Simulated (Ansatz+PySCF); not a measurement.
# singlet H₂O: levels of theory in one basis

```tsv
atom	x (Å)	y (Å)	z (Å)
O	0.0000	0.0000	-0.2692
H	0.0000	1.6969	1.0770
H	0.0000	-1.6969	1.0770
```

Basis set: 6-31G (spherical functions). Frozen core: 1 orbital. Charge 0, multiplicity 1.

Computed with Ansatz (development build ahead of 0.2.0); each method stands on the lowest determinant of its kind that the runs found.

| method | E − E(RHF) (eV) | <S²> of the determinant |
| --- | --- | --- |
| RHF | 0.00 | 0.00 |
| UHF | -7.41 | 1.90 |
| RHF-MP2 | -6.14 | – |
| UHF-MP2 | -8.84 | 1.90 |
| RHF-CCSD | -8.95 | – |
| UHF-CCSD | -9.23 | 1.90 |
| RHF-CCSD(T) | -10.62 | – |
| UHF-CCSD(T) | -9.30 | 1.90 |

Question: What does full CI (lowest root of this spin) give on the same scale?

Answer: -9.48 eV.

At such a shape the full CI root can have another spatial symmetry than the determinants, so the rows needn't describe one state.

Question: Is a single determinant a sound starting point here?

Answer: It is doubtful. Unrestricted orbitals lower Hartree–Fock by 7.41 eV and <S²> is 1.90 where a pure state has 0.00, a sign of strong static correlation.

Caution for RHF, RHF-MP2, RHF-CCSD, RHF-CCSD(T): an unrestricted determinant lies well below. Caution for UHF, UHF-MP2, UHF-CCSD, UHF-CCSD(T): the unrestricted determinant is a mixture of spin states. Caution for RHF-MP2, RHF-CCSD, RHF-CCSD(T): large amplitudes, a single reference is doubtful. Caution for RHF-MP2, UHF-CCSD, UHF-CCSD(T): the program doubts this total. Caution for RHF-MP2: another reference gives a lower total. Caution for UHF-MP2, UHF-CCSD, UHF-CCSD(T): bonds are stretched, where a single reference can fail; a plain start can end on a higher determinant. Caution for RHF-CCSD, RHF-CCSD(T): the amplitudes may be one of several solutions.
